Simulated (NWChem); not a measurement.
All runs are NWChem calculations. System: CH6Si, charge 0, spin multiplicity 1, at a geometry optimised with PBE0/def2-SVP. The structure started from a generated list of species. Level: G0W0@PBE0/def2-TZVPP, RI basis def2-tzvpp-rifit.

The NWChem input:

```
start mol
memory heap 200 mb stack 700 mb global 1700 mb
geometry units angstroms nocenter noautoz
  Si     0.036138    -0.634185     0.000000
  C     -0.070891     1.243896     0.000000
  H      0.764914    -1.122626     1.212061
  H      0.764914    -1.122626    -1.212061
  H     -1.331066    -1.242086     0.000000
  H     -0.606718     1.604931     0.891030
  H     -0.606718     1.604931    -0.891030
  H      0.934080     1.692699     0.000000
  symmetry group Cs
end
basis spherical
  * library def2-tzvpp
end
basis "ri basis" bse spherical
  * library def2-tzvpp-rifit
end
dft
  xc pbe0
  iterations 100
  direct
  tolerances tight
end
task dft energy
gw
  method cdgw
  states alpha occ 4 vir 2
end
task dft gw
```

NWChem printed:

```
             Northwest Computational Chemistry Package (NWChem) 7.3.0
             --------------------------------------------------------

                                NWChem Input Module
                                -------------------

 Scaling coordinates for geometry "geometry" by  1.889725989
 (inverse scale =  0.529177249)

 Turning off AUTOSYM since
 SYMMETRY directive was detected!

                             Geometry "geometry" -> ""
                             -------------------------

 Output coordinates in angstroms (scale by  1.889725989 to convert to a.u.)

  No.       Tag          Charge          X              Y              Z
 ---- ---------------- ---------- -------------- -------------- --------------
    1 Si                  14.0000     0.03613800    -0.63418500     0.00000000
    2 C                    6.0000    -0.07089100     1.24389600     0.00000000
    3 H                    1.0000     0.76491400    -1.12262600     1.21206100
    4 H                    1.0000     0.76491400    -1.12262600    -1.21206100
    5 H                    1.0000    -1.33106600    -1.24208600     0.00000000
    6 H                    1.0000    -0.60671800     1.60493100     0.89103000
    7 H                    1.0000    -0.60671800     1.60493100    -0.89103000
    8 H                    1.0000     0.93408000     1.69269900     0.00000000

 Effective nuclear repulsion energy (a.u.)      62.4750404885

            Nuclear Dipole moment (a.u.)
            ----------------------------
        X                 Y               Z
 ---------------- ---------------- ----------------
    -0.0000151178     0.0000170075     0.0000000000

      Symmetry information
      --------------------

 Group name             Cs
 Group number              2
 Group order               2
 No. of unique centers     6

      Symmetry unique atoms

     1    2    3    5    6    8


 Summary of "ao basis" -> "" (spherical)
 ------------------------------------------------------------------------------
       Tag                 Description            Shells   Functions and Types
 ---------------- ------------------------------  ------  ---------------------
 *                         def2-tzvpp                 on all atoms

 new library libraries.bse/

 Summary of "ri basis" -> "" (spherical)
 ------------------------------------------------------------------------------
       Tag                 Description            Shells   Functions and Types
 ---------------- ------------------------------  ------  ---------------------
 *                      def2-tzvpp-rifit              on all atoms

                                 NWChem DFT Module
                                 -----------------

 Summary of "ao basis" -> "ao basis" (spherical)
 ------------------------------------------------------------------------------
       Tag                 Description            Shells   Functions and Types
 ---------------- ------------------------------  ------  ---------------------
 Si                        def2-tzvpp               14       42   5s5p3d1f
 C                         def2-tzvpp               11       31   5s3p2d1f
 H                         def2-tzvpp                6       14   3s2p1d

 Summary of "ao basis" -> "ao basis" (spherical)
 ------------------------------------------------------------------------------
       Tag                 Description            Shells   Functions and Types
 ---------------- ------------------------------  ------  ---------------------
[...]
   Bfn.  Coefficient  Atom+Function         Bfn.  Coefficient  Atom+Function
  ----- ------------  ---------------      ----- ------------  ---------------
    49     -0.305764  2 C  py                16      0.289050  1 Si py
    52     -0.250653  2 C  py                55     -0.126179  2 C  py
     7     -0.122480  1 Si py                13      0.118176  1 Si py
    19      0.088881  1 Si py                75     -0.083860  3 H  s
    89     -0.083860  4 H  s                103     -0.083938  5 H  s

 Vector   14  Occ=0.000000D+00  E= 2.447545D-02  Symmetry=a'
              MO Center=  5.7D-03, -1.0D-01, -7.2D-15, r^2= 6.7D+00
   Bfn.  Coefficient  Atom+Function         Bfn.  Coefficient  Atom+Function
  ----- ------------  ---------------      ----- ------------  ---------------
    47      3.446842  2 C  s                 19     -1.534723  1 Si py
   118     -0.843759  6 H  s                132     -0.843759  7 H  s
   146     -0.843776  8 H  s                  5     -0.768106  1 Si s
    16     -0.417658  1 Si py                76     -0.388508  3 H  s
    90     -0.388508  4 H  s                104     -0.388497  5 H  s

 Vector   15  Occ=0.000000D+00  E= 5.976898D-02  Symmetry=a"
              MO Center= -4.5D-01, -6.5D-01,  9.5D-16, r^2= 4.4D+00
   Bfn.  Coefficient  Atom+Function         Bfn.  Coefficient  Atom+Function
  ----- ------------  ---------------      ----- ------------  ---------------
    20      1.835316  1 Si pz                76     -1.301777  3 H  s
    90      1.301777  4 H  s                 56     -0.703001  2 C  pz
    17      0.337041  1 Si pz               118      0.331859  6 H  s
   132     -0.331859  7 H  s                 75     -0.133364  3 H  s
    89      0.133364  4 H  s                 29      0.102204  1 Si d  1

 Vector   16  Occ=0.000000D+00  E= 5.977274D-02  Symmetry=a'
              MO Center=  5.2D-01, -5.9D-01,  2.8D-15, r^2= 4.4D+00
   Bfn.  Coefficient  Atom+Function         Bfn.  Coefficient  Atom+Function
  ----- ------------  ---------------      ----- ------------  ---------------
    18      1.832391  1 Si px               104      1.503261  5 H  s
    76     -0.751537  3 H  s                 90     -0.751537  4 H  s
    54     -0.701905  2 C  px               146      0.383238  8 H  s
    15      0.336490  1 Si px               118     -0.191637  6 H  s
   132     -0.191637  7 H  s                103      0.153996  5 H  s

 center of mass
 --------------
 x =   0.00324838 y =  -0.05705244 z =   0.00000000

 moments of inertia (a.u.)
 ------------------
         166.103146018796           7.609308554948           0.000000000000
           7.609308554948          33.012444352997           0.000000000000
           0.000000000000           0.000000000000         166.536991922447

     Multipole analysis of the density
     ---------------------------------

     L   x y z        total         alpha         beta         nuclear
     -   - - -        -----         -----         ----         -------
     0   0 0 0     -0.000000    -13.000000    -13.000000     26.000000

     1   1 0 0     -0.018297     -0.009141     -0.009141     -0.000015
     1   0 1 0      0.321054      0.160518      0.160518      0.000017
     1   0 0 1     -0.000000     -0.000000     -0.000000      0.000000

     2   2 0 0    -17.114517    -16.769062    -16.769062     16.423607
     2   1 1 0      0.010124      2.291314      2.291314     -4.572504
     2   1 0 1     -0.000000     -0.000000     -0.000000      0.000000
     2   0 2 0    -17.291613    -56.845399    -56.845399     96.399185
     2   0 1 1     -0.000000     -0.000000     -0.000000      0.000000
     2   0 0 2    -17.113907    -16.638366    -16.638366     16.162825

 Task  times  cpu:       23.6s     wall:       23.6s

                                NWChem Input Module
                                -------------------

                                 NWChem GW Module
                                 ----------------

                             ***********************
                             ***        GW       ***
                             ***********************

 Summary of "ri basis" -> "ri basis" (spherical)
 ------------------------------------------------------------------------------
       Tag                 Description            Shells   Functions and Types
 ---------------- ------------------------------  ------  ---------------------
 Si                     def2-tzvpp-rifit            33      123   11s8p7d5f2g
 C                      def2-tzvpp-rifit            22       76   8s6p4d3f1g
 H                      def2-tzvpp-rifit            10       30   4s3p2d1f

                 Memory Information
                 ------------------
          Available GA per process is          1699.8 MBs
          Available stack per process is        700.0 MBs
          Available heap per process is           0.0 MBs

          Peak memory in Initialization
              Peak GA per process is                  8.2 MBs
              Peak stack per process is               0.3 MBs
              Peak heap per process is                8.5 MBs
              Memory not in MA per process            0.0 MBs

          Peak memory in CDGW Calculation
              Peak GA per process is                 10.5 MBs
              Peak stack per process is               2.2 MBs
              Peak heap per process is                2.8 MBs
              Memory not in MA per process            0.0 MBs

          Computing 2-center integrals
          Computing Inverse Cholesky factor
          Computing 3-center integrals
          Computing Vxc

          Computing Sigma_x
          Computing W(iw) on the imaginary grid
          Solving quasiparticle equations

                  Alpha Orbitals
          State     Energy (eV)     Error (eV)
          -----------------------------------
@GW        10        -14.218           0.002
@GW        11        -11.967           0.002
@GW        12        -11.967           0.002
@GW        13        -11.485           0.002
@GW        14          2.404           0.004
@GW        15          3.533           0.004

     GW Timing Statistics
   ------------------------
   Init.   :          0.2s
     ERIs  :          2.7s
     Distr.:          0.0s
     Vxc   :          2.3s
   Vmo     :          0.0s
   iW      :          3.0s
   I_n     :          0.0s
   R_n     :          0.2s
   GW total:          8.4s

 Task  times  cpu:        8.4s     wall:        8.4s

 Total times  cpu:       32.0s     wall:       32.0s
```
